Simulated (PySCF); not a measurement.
## F: electron affinity

F⁻ [Ne] (1S) → F [He] 2s2 2p5 (2P), as a difference of total energies. Computed with PySCF 2.14 in aug-cc-pwCVTZ (7s6p4d2f, 59 functions), with no relativity, point nucleus. Correlated levels: valence: 1s2 frozen. The calculations carry no spin-orbit coupling.

| method | electron affinity (eV) | plus first-order spin-orbit estimate | error of that sum (eV) |
| --- | --- | --- | --- |
| UHF | 1.195 | 1.178 | -2.223 |
| MP2 (valence) | 3.643 | 3.626 | +0.225 |
| SCS-MP2 (valence) | 3.458 | 3.441 | +0.040 |
| CCSD (valence) | 3.151 | 3.134 | -0.267 |
| CCSD(T) (valence) | 3.315 | 3.298 | -0.103 |

Reference: 3.401 eV (measured; photodetachment measurements, as compiled on the Wikipedia data page of electron affinities).

A first-order spin-orbit estimate (lowest level to lowest level, LS coupling) adds -0.017 eV.

Errors of the correlated levels include the incompleteness of this basis and the frozen core.
